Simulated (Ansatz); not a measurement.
The input, for Ansatz 0.2.0:

```yaml
crystal:
  periodic: [false, false, false]
  atoms:
    - {symbol: Ga, position_ang: [0.000000, 0.000000, -0.095761]}
    - {symbol: H, position_ang: [0.000000, 2.638368, -0.343382]}
    - {symbol: H, position_ang: [0.000000, 0.663676, 3.655455]}
    - {symbol: H, position_ang: [0.000000, -2.638368, -0.343382]}
    - {symbol: H, position_ang: [0.000000, -0.663676, 3.655455]}
basis:
  gaussian: {orbitals: STO-3G}
total_charge: 1
correlation: {method: fic_mrcisd_q, electrons: outside_noble_gas, active_space: {window: {electrons: 4, orbitals: 5}}}
```

```sh
$ ansatz run in.yaml --threads 1 --pin off --events-out ev --progress --plain --max-ram 2393MiB
```

Output:

```
212 factors; integrals over basis functions are off by at most 6.0e-5 eV
mean field evaluation 1: about -51765.3232 eV, gradient 7.1e0 eV
mean field evaluation 2: about -51765.2964 eV, gradient 7.0e0 eV
mean field evaluation 4: about -51766.1501 eV, gradient 1.7e0 eV
mean field evaluation 8: about -51766.2225 eV, gradient 4.8e-1 eV
mean field evaluation 16: about -51766.3860 eV, gradient 5.2e-4 eV
mean field evaluation 32: about -51766.3848 eV, gradient 1.5e-1 eV
mean field -51766.38602851 eV, -1902.3795980309 hartree, gradient 1.8e-6 eV, S^2 0.000000; 6 other end points of the search recorded, 0 dependent functions left out; unrestricted orbitals would lower it
reference -51766.38602851 eV, -1902.3795980309 hartree; 17, 17 occupied and 5, 5 virtual orbitals, 212 factors
state -51772.30434525 eV, -1902.5970921598 hartree
contracted CI cycle   1: correlation 0.00000000 eV, 0.0000000000 hartree, residual 3.99e0 eV
contracted CI cycle   2: correlation -1.01377728 eV, -0.0372556278 hartree, residual 6.17e-1 eV
contracted CI cycle   3: correlation -1.03591927 eV, -0.0380693309 hartree, residual 1.76e-1 eV
contracted CI cycle   4: correlation -1.03752181 eV, -0.0381282232 hartree, residual 5.43e-2 eV
contracted CI cycle   5: correlation -1.03766326 eV, -0.0381334213 hartree, residual 1.65e-2 eV
contracted CI cycle   6: correlation -1.03767401 eV, -0.0381338165 hartree, residual 2.12e-3 eV
contracted CI cycle   7: correlation -1.03767421 eV, -0.0381338239 hartree, residual 6.77e-4 eV
contracted CI cycle   8: correlation -1.03767424 eV, -0.0381338248 hartree, residual 2.23e-4 eV
contracted CI cycle   9: correlation -1.03767424 eV, -0.0381338249 hartree, residual 4.32e-5 eV
state -51772.30434525 eV, -1902.5970921598 hartree; corrected -51773.42127372 eV, -1902.6381385239 hartree
state -51771.35982627 eV, -1902.5623817275 hartree
contracted CI cycle   1: correlation 0.00000000 eV, 0.0000000000 hartree, residual 6.20e0 eV
contracted CI cycle   2: correlation -1.93111172 eV, -0.0709670468 hartree, residual 5.04e-1 eV
contracted CI cycle   3: correlation -1.94380153 eV, -0.0714333887 hartree, residual 1.71e-1 eV
contracted CI cycle   4: correlation -1.94518108 eV, -0.0714840863 hartree, residual 4.59e-2 eV
contracted CI cycle   5: correlation -1.94525714 eV, -0.0714868815 hartree, residual 1.53e-2 eV
contracted CI cycle   6: correlation -1.94526766 eV, -0.0714872679 hartree, residual 2.30e-3 eV
contracted CI cycle   7: correlation -1.94526782 eV, -0.0714872738 hartree, residual 6.36e-4 eV
state -51771.35982627 eV, -1902.5623817275 hartree; corrected -51773.49773246 eV, -1902.6409483306 hartree
state -51771.35982627 eV, -1902.5623817275 hartree; corrected -51773.49773246 eV, -1902.6409483306 hartree
the orbitals are reached from a further start. From the first start the search ends at -51772.30367673 eV, -1902.5970675920 hartree
WARN: the results are in doubt because another end's mean lies 0.945 eV lower, and its corrected mean 0.076 eV higher
Total energy: -51773.49773246 eV, -1902.6409483306 hartree
In doubt: another end's mean lies 0.945 eV lower, and its corrected mean 0.076 eV higher
```

Ran on 1 thread of Arm Neoverse V2, shared host: 3 s wall, 0.18 GiB peak host memory.
